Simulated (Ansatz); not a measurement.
# H3MgNSi: functionals against CCSD(T) at one geometry

The atoms stand at a structure displaced at random from a GFN2-xTB minimum. How far do the functionals agree with CCSD(T) there?

Method: single points in def2-TZVPP; program: Ansatz 0.2.0, Gaussian basis.

Correlated methods freeze the cores. The outer core shell of Li, Na, Mg and K is correlated.

**1. Where the work starts**

SMILES `[NH]1[Mg][SiH2]1`, 6 atoms, charge 0, spin multiplicity 1.

Atoms are counted from 1 here; the program's logs count them from 0.

Bond lengths: N1–Mg2 2.209 Å, N1–Si3 1.673 Å, N1–H4 1.061 Å, Mg2–Si3 2.390 Å, Si3–H5 1.414 Å, Si3–H6 1.452 Å. Angles: Mg2–N1–Si3 74.6°, Mg2–N1–H4 167.8°, Si3–N1–H4 117.5°, N1–Mg2–Si3 42.4°, N1–Si3–Mg2 63.0°, N1–Si3–H5 124.1°, N1–Si3–H6 123.1°, Mg2–Si3–H5 118.8°, Mg2–Si3–H6 118.6°, H5–Si3–H6 104.8°.

Coordinates:

```mol
H3MgNSi
  3D, bonds by distance, orders not assigned

  6  6  0  0  0  0  0  0  0  0999 V2000
   -0.6688   -0.8954   -0.1539 N   0  0
    1.4171   -1.5826    0.0844 Mg  0  0
    0.2350    0.4942    0.0735 Si  0  0
   -1.7187   -0.7857   -0.2598 H   0  0
    0.5160    1.4332   -0.9462 H   0  0
    0.1927    1.2752    1.2963 H   0  0
  1  2  8  0
  1  3  8  0
  1  4  8  0
  2  3  8  0
  3  5  8  0
  3  6  8  0
M  END
```

**2. CCSD(T)/def2-TZVPP**

The input, run/in.yaml:

```yaml
crystal:
  periodic: [false, false, false]
  atoms:
    - {symbol: N, position_ang: [-0.668800, -0.895400, -0.153900]}
    - {symbol: Mg, position_ang: [1.417100, -1.582600, 0.084400]}
    - {symbol: Si, position_ang: [0.235000, 0.494200, 0.073500]}
    - {symbol: H, position_ang: [-1.718700, -0.785700, -0.259800]}
    - {symbol: H, position_ang: [0.516000, 1.433200, -0.946200]}
    - {symbol: H, position_ang: [0.192700, 1.275200, 1.296300]}
basis:
  gaussian: {orbitals: def2-TZVPP}
correlation: {method: ccsd_t}
output: {forces: true}
```

The command line of these runs was not kept.

**3. PBE0-D4/def2-TZVPP**

Edit run/in.yaml of step 2 so:

```diff
@@ -11,3 +11,3 @@
   gaussian: {orbitals: def2-TZVPP}
-correlation: {method: ccsd_t}
-output: {forces: true}
+hamiltonian: {xc: pbe0, dispersion: d4}
+output: {forces: true, orbitals: {seedname: orbitals}}
```

**4. wB97M-V/def2-TZVPP**

Edit run/in.yaml of step 3 so:

```diff
@@ -11,3 +11,3 @@
   gaussian: {orbitals: def2-TZVPP}
-hamiltonian: {xc: pbe0, dispersion: d4}
-output: {forces: true, orbitals: {seedname: orbitals}}
+hamiltonian: {xc: {name: wB97M-V}}
+output: {forces: true}
```

**5. r2SCAN-D4/def2-TZVPP**

Edit run/in.yaml of step 4 so:

```diff
@@ -11,3 +11,3 @@
   gaussian: {orbitals: def2-TZVPP}
-hamiltonian: {xc: {name: wB97M-V}}
+hamiltonian: {xc: r2scan, dispersion: d4}
 output: {forces: true}
```

**6. PBE-D4/def2-TZVPP**

Edit run/in.yaml of step 5 so:

```diff
@@ -11,3 +11,3 @@
   gaussian: {orbitals: def2-TZVPP}
-hamiltonian: {xc: r2scan, dispersion: d4}
+hamiltonian: {xc: pbe, dispersion: d4}
 output: {forces: true}
```

**7. r2SCAN0-D4/def2-TZVPP**

Edit run/in.yaml of step 6 so:

```diff
@@ -11,3 +11,3 @@
   gaussian: {orbitals: def2-TZVPP}
-hamiltonian: {xc: pbe, dispersion: d4}
+hamiltonian: {xc: {name: r2SCAN0}, dispersion: d4}
 output: {forces: true}
```

**8. wB97X-V/def2-TZVPP**

Edit run/in.yaml of step 7 so:

```diff
@@ -11,3 +11,3 @@
   gaussian: {orbitals: def2-TZVPP}
-hamiltonian: {xc: {name: r2SCAN0}, dispersion: d4}
+hamiltonian: {xc: {name: wB97X-V}}
 output: {forces: true}
```

(Steps that only read results are left out.)

Q: Predict the outcome of this session. Wanted: energy less free atoms, CCSD(T)/def2-TZVPP; RMS force component; RMS force error; HOMO and LUMO, PBE0-D4; T1 diagnostic.

**Answer**, as computed:

| quantity | value |
| --- | --- |
| energy less free atoms, CCSD(T)/def2-TZVPP | -338.2 kcal/mol |
| RMS force component | 0.679 to 0.724 eV/Å over the methods |
| RMS force error | PBE0-D4 0.151, wB97M-V 0.145, r2SCAN-D4 0.125, PBE-D4 0.164, r2SCAN0-D4 0.183, wB97X-V 0.180 eV/Å |
| HOMO and LUMO, PBE0-D4 | -5.58 and -2.73 eV |
| T1 diagnostic | 0.015 |

Against CCSD(T) the functionals' energies less atoms differ by -21.6 to -6.0 kcal/mol, PBE-D4 by -21.6 kcal/mol. CCSD(T) in triple zeta still lacks some correlation energy of the bonds, so part of these gaps is its own basis error and they don't rank the functionals. On forces the order runs from r2SCAN-D4 to r2SCAN0-D4. Frozen-core CCSD(T) forces in triple zeta carry basis errors of their own, and this is one geometry, so small gaps rank nothing. The restricted Hartree–Fock reference is unstable towards an unrestricted one at one or more of these structures.
